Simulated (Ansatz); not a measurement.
Results of the Gaussian-basis code of Ansatz.

A structure relaxed at PBE0-D4/def2-TZVP, charge 0, multiplicity 1:

```json
{"atom": "C1", "x (Å)": "-0.1250", "y (Å)": "-1.1054", "z (Å)": "0.8650"}
{"atom": "O2", "x (Å)": "-0.5436", "y (Å)": "-0.3016", "z (Å)": "-0.2325"}
{"atom": "C3", "x (Å)": "0.2687", "y (Å)": "0.7326", "z (Å)": "-0.5518"}
{"atom": "O4", "x (Å)": "-0.2473", "y (Å)": "1.4295", "z (Å)": "-1.5811"}
{"atom": "F5", "x (Å)": "0.4594", "y (Å)": "1.5351", "z (Å)": "0.5325"}
{"atom": "F6", "x (Å)": "1.5008", "y (Å)": "0.3200", "z (Å)": "-0.8993"}
{"atom": "H7", "x (Å)": "0.8604", "y (Å)": "-1.5344", "z (Å)": "0.6745"}
{"atom": "H8", "x (Å)": "-0.8607", "y (Å)": "-1.9022", "z (Å)": "0.9458"}
{"atom": "H9", "x (Å)": "-0.1068", "y (Å)": "-0.5234", "z (Å)": "1.7879"}
{"atom": "H10", "x (Å)": "-1.2059", "y (Å)": "1.3497", "z (Å)": "-1.5410"}
```

(1) Give its formula and SMILES.

(2) Summarise the bond lengths by kind.

Answers

(1) C2H4F2O2, `COC(O)(F)F`.

(2) 3 × C–O 1.346 to 1.423 Å; 3 × C–H 1.088 to 1.092 Å; 2 × C–F 1.345 to 1.362 Å; 1 × H–O 0.963 Å.
